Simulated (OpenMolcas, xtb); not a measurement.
A ladder of methods for C2HF2 (SMILES [CH]=C(F)F)

C2HF2 has 5 atoms, charge 0, and is taken as a doublet. SMILES: `[CH]=C(F)F`. The shape is that of a PBE0-D4/def2-TZVP optimisation.

Each level gives the vertical ionisation energy (to the singlet cation) (eV). The values are calculated.

| level | kind | program | value (eV) | CPU time (all runs) |
| --- | --- | --- | --- | --- |
| GFN1-xTB | semi-empirical | xtb | 16.32 | under 2 s |
| UHF/aug-cc-pVDZ | Hartree–Fock | OpenMolcas | 10.95 | 36 s |
| USVWN5/aug-cc-pVDZ | LDA | OpenMolcas | 11.22 | 89 s |
| UBLYP/aug-cc-pVDZ | GGA | OpenMolcas | 10.93 | 1.9 min |
| UPBE/aug-cc-pVDZ | GGA | OpenMolcas | 11.12 | 1.8 min |
| UM06-L/aug-cc-pVDZ | meta-GGA | OpenMolcas | 11.18 | 2.5 min |
| UPBE0/aug-cc-pVDZ | global hybrid | OpenMolcas | 11.38 | 1.7 min |

The values span 10.93 to 16.32 eV. The xTB values lack the empirical shift that such differences need. Spin contamination of the reference (⟨S²⟩ at least 0.1 too high) touches UHF/aug-cc-pVDZ. In so small a basis fixed costs decide the times, and correlated methods can beat functionals. CPU times are rough (shared hosts, several kinds of processor and program).
